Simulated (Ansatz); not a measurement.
Species: ClF, charge 0, singlet. ClF (SMILES FCl).
B3LYP-D3(BJ)/def2-TZVP minimum from Ansatz (an electronic-structure program):
```
F
Cl 1 1.6409
```

Total energies in cc-pV(Q+d)Z, 14 correlated electrons, 6 frozen orbitals. UHF or UKS for unpaired electrons; spin-orbit terms are left out. Correlated methods leave the cores frozen. No relativity.

```csv
method,program,energy (Eh),minus CCSDT(Q) (mEh)
HF,Ansatz,-558.91542,526.33
MP2,Ansatz,-559.40517,36.58
CCSD,Ansatz,-559.41997,21.78
CCSD(T),Ansatz,-559.44007,1.67
CCSDT(Q),Ansatz,-559.44174,0.00
```

Rough core times of Ansatz's runs on a shared machine: CCSD(T) under 20 s, CCSDT(Q) 6 min.
